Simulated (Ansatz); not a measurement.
A first try at a single point in a Gaussian basis of C3H6N2, SMILES CC1=NC1N, using Ansatz's Python interface.

Script `energy.py`:
```python
# -*- coding: utf-8 -*-
"""Single point of C3H6N2."""

from pathlib import Path

import ansatz as az
import numpy as np

molecule = (
    az.Crystal.molecule()
    .atom("C", (-1.1208, -1.129, 0.7711))
    .atom("C", (-0.1274, -0.1233, 0.5659))
    .atom("N", (0.992, 0.2565, 0.9306))
    .atom("C", (0.3833, 0.9642, -0.2284))
    .atom("N", (0.989, 0.6442, -1.4892))
    .atom("H", (-2.1299, -0.6386, 0.4643))
    .atom("H", (-1.1826, -1.3833, 1.8126))
    .atom("H", (-0.9329, -1.9482, 0.1374))
    .atom("H", (-0.0361, 1.975, 0.0168))
    .atom("H", (1.6471, -0.109, -1.2649))
    .atom("H", (1.5835, 1.4346, -1.6955))
)

setup = (
    molecule.calculation()
    .basis(gaussian="def2-SVP")
    .functional("cam_b3lyp")
    .occupations("fermi_dirac", width=0.1)
    .forces()
    .orbitals()
)
outcome = setup.run(threads=1, runs_dir="out")
summary = outcome.report

print(f"E = {summary['free_energy_ev']:.6f} eV = {summary['free_energy_ev'] / 27.211386246:.7f} Ha")
print("converged:", summary["converged"], " doubts:", summary["published_state_doubts"] or "none")

field = summary["mean_field"]
print("<S^2> =", round(abs(field["state"]["spin_squared"]), 4), " all-electron relativity setting:", field["relativity"])
print("passes:", field["passes"])
if "symmetry" in field:
    print("occupied orbitals by irrep:", field["symmetry"]["occupied"])

symbols = [site.symbol for site in molecule.cartesian_sites]
print("forces (eV/A)")
for symbol, f in zip(symbols, summary["forces_ev_ang"]):
    print(f"  {symbol:2s} {f[0]:9.4f} {f[1]:9.4f} {f[2]:9.4f}")

charges = summary["charge_distribution"]
dipole = np.array(charges["dipole_moment_e_ang"]) * 4.803205
print("dipole (D): {:.3f} {:.3f} {:.3f}, length {:.3f}".format(*dipole, np.linalg.norm(dipole)))
print("atom  Mulliken   Lowdin")
for symbol, m, l in zip(symbols, charges["mulliken_charges_e"], charges["lowdin_charges_e"]):
    print(f"{symbol:4s} {m:9.3f} {l:8.3f}")

lines = Path(summary["orbitals_path"]).read_text().splitlines()
field_of = lambda key: [line.split("=")[1].strip() for line in lines if line.startswith(key)]
orbitals = [(27.211386 * float(e), s, float(n)) for e, s, n in zip(field_of("Ene="), field_of("Spin="), field_of("Occup="))]
homo = max(e for e, _, n in orbitals if n > 0.5)
lumo = min(e for e, _, n in orbitals if n < 0.5)
for e, spin, n in sorted(orbitals):
    if homo - 6 < e < lumo + 5:
        print(f"{spin:6s} {e:10.3f} eV  occupation {n:.0f}")
```

Output of `python energy.py`:
```text
Traceback (most recent call last):
  File "energy.py", line 32, in <module>
    outcome = setup.run(threads=1, runs_dir="out")
  ...
ansatz.RefusalError: invalid value for `basis.gaussian`: such a run doesn't read scf.occupations; remove what it names
```
(Library frames cut from the traceback.)

Why does it end like this?

The fault: in this program a Gaussian-basis run takes no smearing. The correction:

```diff
--- before
+++ after
@@ -27,3 +27,2 @@
     .functional("cam_b3lyp")
-    .occupations("fermi_dirac", width=0.1)
     .forces()
```

With that change:

```console
$ python energy.py
E = -6178.554740 eV = -227.0576987 Ha
converged: True  doubts: none
<S^2> = 0.0  all-electron relativity setting: none
passes: {'evaluations': 16, 'products': 13}
occupied orbitals by irrep: [{'A': 19}, {'A': 19}]
forces (eV/A)
  C    -3.0208    1.8965    0.0879
  C    -0.0243    0.6811   -0.9170
  N     1.4714    0.3779    1.4576
  C    -0.6819   -0.2147    0.6127
  N    -0.1185    0.6151    0.2069
  H     1.3323   -1.0667    0.4377
  H     0.0152   -0.6203    0.7869
  H     0.1508   -1.5744   -0.9055
  H     0.6287   -0.4245   -0.9192
  H    -0.1381    0.0003   -0.2942
  H     0.3852    0.3297   -0.5537
dipole (D): -1.117 -0.389 -0.101, length 1.188
atom  Mulliken   Lowdin
C        0.109    0.068
C       -0.134   -0.222
N       -0.162    0.106
C       -0.015   -0.141
N       -0.136    0.119
H        0.044    0.044
H        0.037    0.017
H        0.045    0.018
H        0.036    0.002
H        0.086   -0.005
H        0.091   -0.008
Alpha     -13.248 eV  occupation 2
Alpha     -13.166 eV  occupation 2
Alpha     -11.978 eV  occupation 2
Alpha     -10.070 eV  occupation 2
Alpha      -9.670 eV  occupation 2
Alpha      -7.564 eV  occupation 2
Alpha       1.547 eV  occupation 0
Alpha       2.832 eV  occupation 0
Alpha       3.386 eV  occupation 0
Alpha       3.779 eV  occupation 0
Alpha       4.014 eV  occupation 0
Alpha       4.982 eV  occupation 0
Alpha       5.209 eV  occupation 0
Alpha       6.104 eV  occupation 0
```

Reading the output:
- Total energies depend on the basis set; only differences at equal settings carry meaning.
- The geometry is a force-field or estimated start, not a minimum of this method, and the basis set is short of its limit.
- The Löwdin charges here are taken after orthogonalising the functions within each atom; they differ from plain Löwdin charges, and their signs can be unphysical.
- Alpha marks a spatial orbital of a restricted run, filled by both spins.
- Levels such as HOMO and LUMO are orbital energies: with these approximate functionals they aren't the ionisation energy and electron affinity, and their gap isn't the fundamental gap.
- It ran for 4.9 s on 1 thread of Arm Neoverse V1 (shared host), peak memory 0.28 GiB.

(A comment or docstring line of the script was reworded after the run, the code is as it ran.)
